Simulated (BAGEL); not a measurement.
# How the cost of B3LYP grows with the basis: C6H6 (benzene)

C6H6 has 12 atoms, charge 0, and is taken as a singlet. As SMILES, `c1ccccc1`. The coordinates come from a PBE0-D4/def2-TZVP relaxation.

B3LYP (density fitting with tzvpp-jkfit), gradient, BAGEL 1.2.2, on 1 thread of Intel Xeon at 2.30GHz, shared host. N is the number of basis functions, t the processor time.

| basis | N | t (s) | ln N | ln t |
| --- | --- | --- | --- | --- |
| def2-SV(P) | 96 | 16 | 4.564 | 2.773 |
| def2-SVP | 114 | 18 | 4.736 | 2.890 |
| def2-SVPD | 168 | 28 | 5.124 | 3.332 |
| def2-TZVP | 222 | ? | 5.403 | ? |

Task: Fit t = C·Nᵖ to the known rows and estimate the time in def2-TZVP.

Result: 
1. Means of the 3 rows: ln N = 4.80800, ln t = 2.9983.
2. Σ(Δln N)² = 0.16458, Σ(Δln N·Δln t) = 0.16822, so the slope is 0.16822/0.16458 = 1.0221.
3. Intercept: 2.9983 − (1.0221) × 4.80800 = -1.9160. The largest residual of the fit is 0.035.
4. ln t = -1.9160 + 1.0221 × 5.403, so t ≈ 37 s.

The run took 39 s, so the estimate is too short by a factor of about 1.1. The fitted power is 1.0, with the electron count fixed. The times don't lie on a line: the count of functions alone doesn't set the cost here, and shared hosts add noise.
